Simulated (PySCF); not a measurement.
Record of a relaxation.

CH8Si2.
Numbering: `[SiH3:1][CH2:2][SiH3:3]` (hydrogens: H4, H5, H6 on Si1; H7, H8 on C2; H9, H10, H11 on Si3)

Method: PBE0-D3(BJ)/def2-SVP geometry optimisation, gas phase (PySCF 2.14.0); density fitting, grid level 1; the optimiser is geomeTRIC in internal coordinates, started from a GFN2-xTB structure with every atom displaced at random (about 0.01 Å). The frame can shift and turn from step to step; on so coarse a grid that alone can change the energy by a few meV, and forces under 0.02 eV/Å are noise.

Step 0: E = -16908.7717 eV, largest atomic force 1.510 eV/Å
```
atom  x, y, z in Å  |  force x, y, z in eV/Å
Si1     1.474    0.705    0.016   -0.844  -0.188  -0.345
C2      0.221   -0.715   -0.132   -0.104   0.600   0.194
Si3    -1.625   -0.254    0.061    1.375  -0.376   0.500
H4      2.855    0.233   -0.168    0.423  -0.174  -0.021
H5      1.172    1.717   -1.038    0.051   0.099  -0.057
H6      1.337    1.358    1.329    0.036   0.176   0.379
H7      0.492   -1.464    0.619   -0.037  -0.241   0.258
H8      0.380   -1.189   -1.103   -0.028  -0.169  -0.389
H9     -1.995    0.711   -0.949   -0.321   0.635  -0.686
H10    -1.832    0.333    1.403   -0.104   0.153   0.264
H11    -2.440   -1.460   -0.054   -0.448  -0.515  -0.098
```

Step 1: E = -16908.8376 eV, largest atomic force 0.327 eV/Å
```
atom  x, y, z in Å  |  force x, y, z in eV/Å
Si1     1.271    0.814   -0.098    0.313  -0.072   0.057
C2      0.276   -0.778   -0.208   -0.186  -0.149  -0.029
Si3    -1.586   -0.549   -0.011    0.013   0.151  -0.105
H4      2.726    0.483   -0.263   -0.071   0.091   0.000
H5      0.881    1.788   -1.163   -0.050  -0.041  -0.010
H6      1.096    1.476    1.232   -0.048  -0.026  -0.019
H7      0.639   -1.485    0.561    0.003   0.084  -0.021
H8      0.482   -1.249   -1.187   -0.032   0.057   0.056
H9     -2.063    0.429   -1.045   -0.018  -0.070   0.054
H10    -1.889    0.021    1.336   -0.002  -0.009   0.026
H11    -2.359   -1.820   -0.170    0.078  -0.015  -0.008
```

Step 2: E = -16908.8459 eV, largest atomic force 0.096 eV/Å
```
atom  x, y, z in Å  |  force x, y, z in eV/Å
Si1     1.284    0.806   -0.095    0.089  -0.032   0.013
C2      0.271   -0.776   -0.209   -0.028  -0.010  -0.011
Si3    -1.586   -0.538   -0.014    0.002   0.063  -0.009
H4      2.740    0.500   -0.261   -0.010   0.023  -0.002
H5      0.878    1.770   -1.163   -0.018   0.001  -0.011
H6      1.092    1.465    1.233   -0.021  -0.004   0.004
H7      0.631   -1.480    0.561   -0.013   0.003   0.011
H8      0.472   -1.246   -1.187   -0.014   0.005  -0.003
H9     -2.081    0.429   -1.044   -0.009  -0.019   0.009
H10    -1.893    0.024    1.337   -0.002  -0.009   0.000
H11    -2.334   -1.823   -0.174    0.022  -0.021  -0.003
```

Step 3: E = -16908.8470 eV, largest atomic force 0.045 eV/Å
```
atom  x, y, z in Å  |  force x, y, z in eV/Å
Si1     1.292    0.803   -0.094   -0.008  -0.004  -0.002
C2      0.269   -0.773   -0.210    0.037   0.024  -0.007
Si3    -1.587   -0.532   -0.015   -0.005   0.001   0.008
H4      2.749    0.507   -0.259    0.003  -0.001   0.000
H5      0.880    1.765   -1.163    0.002   0.002   0.003
H6      1.089    1.459    1.234   -0.002   0.001   0.001
H7      0.623   -1.478    0.561   -0.015  -0.010   0.003
H8      0.466   -1.244   -1.189   -0.009  -0.006  -0.002
H9     -2.094    0.427   -1.045   -0.003   0.000  -0.003
H10    -1.896    0.025    1.338   -0.001  -0.002  -0.002
H11    -2.318   -1.827   -0.175    0.001  -0.004   0.002
```

Step 4: E = -16908.8471 eV, largest atomic force 0.030 eV/Å
```
atom  x, y, z in Å  |  force x, y, z in eV/Å
Si1     1.293    0.803   -0.094   -0.009  -0.003   0.001
C2      0.269   -0.772   -0.212    0.024   0.017  -0.004
Si3    -1.587   -0.532   -0.016   -0.003  -0.004   0.003
H4      2.750    0.508   -0.257    0.002  -0.002   0.000
H5      0.883    1.767   -1.161    0.002   0.001   0.002
H6      1.089    1.458    1.235    0.000   0.001   0.000
H7      0.620   -1.478    0.560   -0.008  -0.007   0.000
H8      0.465   -1.244   -1.190   -0.005  -0.003  -0.001
H9     -2.097    0.425   -1.045   -0.001   0.000  -0.002
H10    -1.897    0.024    1.338    0.000   0.000  -0.001
H11    -2.314   -1.829   -0.174    0.000  -0.001   0.002
```

Step 5: E = -16908.8471 eV, largest atomic force under 0.02 eV/Å
```
atom  x, y, z in Å  |  force x, y, z in eV/Å
Si1     1.294    0.805   -0.093   -0.002   0.000   0.002
C2      0.270   -0.770   -0.213   -0.001   0.002   0.000
Si3    -1.587   -0.533   -0.016    0.000  -0.004  -0.001
H4      2.751    0.508   -0.255    0.000   0.000   0.001
H5      0.885    1.770   -1.159    0.000   0.000   0.000
H6      1.088    1.458    1.237    0.001   0.000   0.000
H7      0.618   -1.478    0.558    0.001  -0.001  -0.002
H8      0.464   -1.242   -1.192    0.000   0.002   0.000
H9     -2.101    0.422   -1.047    0.000   0.000   0.000
H10    -1.898    0.023    1.337    0.000   0.002   0.000
H11    -2.310   -1.833   -0.172    0.000   0.001   0.001
```

**Question.** Summarise the path.

**Answer.** The energy falls by 1.74 kcal/mol from step 0 to step 5; nine tenths of that is first reached at step 2. It falls at every step. The largest force goes from 1.510 to under 0.02 eV/Å. Among the bonds Si3–H9 changes most, from 1.445 to 1.496 Å; the atoms move by 0.032 Å rms after alignment.

**Question.** Follow the three bonds and two angles with the largest change from start to end.

**Answer.** 
| step | E above end (kcal/mol) | largest force (eV/Å) | Si3–H9 (Å) | Si3–H11 (Å) | C2–Si3 (Å) | H9–Si3–H11 (°) | C2–Si1–H5 (°) |
| --- | --- | --- | --- | --- | --- | --- | --- |
| 0 | 1.74 | 1.510 | 1.445 | 1.460 | 1.912 | 110.7 | 108.6 |
| 1 | 0.22 | 0.327 | 1.501 | 1.496 | 1.886 | 108.4 | 111.9 |
| 2 | 0.03 | 0.096 | 1.497 | 1.495 | 1.882 | 108.4 | 110.7 |
| 3 | 0.00 | 0.045 | 1.495 | 1.495 | 1.881 | 108.5 | 110.2 |
| 4 | 0.00 | 0.030 | 1.495 | 1.496 | 1.882 | 108.5 | 110.2 |
| 5 | 0.00 | under 0.02 | 1.496 | 1.496 | 1.882 | 108.5 | 110.2 |

What follows is the cost of the whole optimisation. Hardware: an Arm Neoverse N1 with one thread, no GPU, on a shared host. Cost: 24 s of wall time, 0.39 GiB resident at most.
